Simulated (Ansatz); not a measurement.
SnH$_{3}$⁻, triplet: vertical spin and charge gaps

Geometry (PBE0/def2-TZVPD stationary point for this spin, not checked as a minimum):

```xyz
4

Sn    0.0000   -0.0123    0.0000
H     0.0000   -0.1535   -1.9014
H     0.0000    1.7590    0.0000
H     0.0000   -0.1535    1.9014
```

Basis def2-TZVPD with its core potentials; Ansatz 0.2.0. Correlated methods freeze the noble-gas cores and the filled d shells of p-block atoms. R marks a restricted (for open shells ROHF) determinant, U an unrestricted one. No spin–orbit coupling is included; scalar relativity enters through the core potentials alone.

Gaps are energies of the second state less the first, at fixed atoms, for a selection of the levels run; each method lands on the state that its own search finds for that charge and spin.

Unrestricted rows (U, and Kohn–Sham where it breaks symmetry) aren't spin-pure: their determinants' ⟨S²⟩ exceeds S(S+1) by up to 0.13, so they mix in states of higher spin. A value is left out where its run failed or describes another state than the reference as far as symmetry and spin tell, or, spin-broken singlets apart, can't be checked.

Question: PBE gives 1.383 eV for removing an electron, to the doublet. Estimate what UCCSDT(Q) gives in def2-TZVPD.

Answer: UCCSDT(Q) in def2-TZVPD gives 1.194 eV, so against it PBE is off by 0.189 eV, of which a good part can be the reference's own basis and frozen-core error.

```json
{"level": "UHF", "gap (eV)": "1.101", "error (meV)": "-93", "⟨S²⟩ where 0.1 over S(S+1) (first / second)": "– / 0.88"}
{"level": "UMP2", "gap (eV)": "1.309", "error (meV)": "115", "⟨S²⟩ where 0.1 over S(S+1) (first / second)": "– / 0.88"}
{"level": "UCCSD", "gap (eV)": "1.197", "error (meV)": "3", "⟨S²⟩ where 0.1 over S(S+1) (first / second)": "– / 0.88"}
{"level": "UCCSD(T)", "gap (eV)": "1.197", "error (meV)": "3", "⟨S²⟩ where 0.1 over S(S+1) (first / second)": "– / 0.88"}
{"level": "UCCSDT", "gap (eV)": "1.196", "error (meV)": "2", "⟨S²⟩ where 0.1 over S(S+1) (first / second)": "– / 0.88"}
{"level": "r2SCAN", "gap (eV)": "1.512", "error (meV)": "318", "⟨S²⟩ where 0.1 over S(S+1) (first / second)": "– / –"}
{"level": "B3LYP", "gap (eV)": "1.522", "error (meV)": "328", "⟨S²⟩ where 0.1 over S(S+1) (first / second)": "– / –"}
{"level": "wB97M-V", "gap (eV)": "1.400", "error (meV)": "206", "⟨S²⟩ where 0.1 over S(S+1) (first / second)": "– / –"}
{"level": "B2PLYP", "gap (eV)": "1.376", "error (meV)": "182", "⟨S²⟩ where 0.1 over S(S+1) (first / second)": "– / –"}
```

Functionals correlate the shells that the reference freezes, so part of their error here is the reference's.

Full CI isn't at hand for all of this; UCCSDT(Q) serves as the reference, and is uncertain by about the last step of the cluster series.
